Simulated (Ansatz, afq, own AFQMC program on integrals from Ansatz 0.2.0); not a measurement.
Atomization energy of CH₄Si, singlet

```xyz
6

Si    0.0000   -0.0789    0.6655
C     0.0000    0.0388   -1.2235
H     0.0000    1.4378    0.8730
H     0.0000   -0.9301   -1.7242
H     0.8736    0.6136   -1.5569
H    -0.8736    0.6136   -1.5569
```

Connectivity, by distances: SiH–CH3.

Atoms in their ground-state spins without spin–orbit coupling (mostly on UHF) minus the molecule (RHF), without zero-point energy. The geometry is a stationary point, not shown to be a minimum.

Basis cc-pVDZ. Only valence electrons are correlated. Ansatz 0.2.0 and our own AFQMC program on the same integrals; the CISD trial comes from CCSD amplitudes, and released means the phaseless constraint is let go. Error bars are statistical, one sigma. The errors of all members are added in quadrature.

No full CI on the walks' own integrals is used here; CCSDT(Q) serves as the reference and is uncertain by about the last step of the cluster series. Each member takes its own surest rung, up to full CI.

Errors are counted within cc-pVDZ, not against nature.

Cautions: CH₄Si (singlet): higher spins were not checked, restricted determinant unstable towards unrestricted (UHF 94 meV lower, ⟨S²⟩ 0.38).

Reference (CCSDT(Q)): 18.319 eV.

```tsv
level	atomization energy (eV)	error against CCSDT(Q) (eV)
HF	14.484	-3.835
MP2	18.178	-0.141
CCSD	18.161	-0.157
CCSD(T)	18.305	-0.014
CCSDT	18.310	-0.009
ph-AFQMC/HF	18.444 ± 0.051	0.125 ± 0.051
ph-AFQMC/CISD	18.344 ± 0.014	0.025 ± 0.014
released AFQMC	18.346 ± 0.021	0.027 ± 0.021
```

Correlation beyond CCSD(T) adds 0.014 eV. The perturbative (T) step is worth +0.144 eV.

A walk keeps the symmetry of its determinant, which the program's search chose and which needn't be the lowest solution, so a lower state of the same spin and another symmetry isn't excluded. Released energies are given only where the last usable release times agree within the noise; a slower fall can still hide under it.
